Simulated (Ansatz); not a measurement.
Reaction (atomization): `OC=C(F)F` → 2 C• + 2 F• + 2 H• + O•

Isolated molecules relaxed with PBE0-D4/def2-TZVP in Ansatz; ΔE leaves out vibrations. CCSD(T)/CBS is the MP2 limit (def2-TZVPP, def2-QZVPP) plus CCSD(T) − MP2 in def2-TZVPP, frozen cores. This one scheme is used for every species, atoms too. Functionals use def2-TZVPP. HSE06 is defined as in plane-wave codes. No spin–orbit coupling; open shells (•) take unrestricted orbitals. Spin–orbit coupling would lower the free atoms: a little for C, F, O. One conformer a species, not always the lowest.

`OC=C(F)F`:

Cartesian coordinates in Å:
```
O 0.742 1.274 -0.063
C 0.130 0.143 0.388
C -0.597 -0.608 -0.420
F -0.760 -0.405 -1.705
F -1.286 -1.653 -0.010
H 1.593 1.365 0.372
H 0.177 -0.115 1.439
```

```csv
level,ΔE (eV)
PBE-D4,30.98
B2PLYP,29.14
r2SCANh,29.24
HSE06,29.67
HF/def2-SVP,19.90
CCSD/def2-SVP,27.39
CCSD(T)/def2-SVP,27.82
HF/def2-TZVPP,19.57
```

Problem. What does CCSD(T)/CBS give? (An estimate is asked.)

Solution. Ansatz gave: +29.41 eV. The listed levels differ from it by 1.57, -0.27, -0.17, 0.26, -9.51, -2.02, -1.59, -9.84 eV.

Largest T1 diagnostic among the species: 0.012.

From PBE to PBE0 (25 % exact exchange), in def2-TZVPP and without D4, ΔE moves by −1.26 eV: exact exchange takes away binding that semilocal exchange gives to molecules. In def2-TZVPP, CCSD(T) changes the Hartree–Fock value by +8.94 eV (the triples alone add +0.67 eV) and MP2 by +10.14 eV; breaking electron pairs costs correlation energy, which Hartree–Fock lacks.

For atomizations the MP2-based limit and the directly extrapolated one differ by several kJ/mol either way, and by 10 to 25 for some Ge, Se and Sn compounds, so smaller differences from it don't rank the levels.
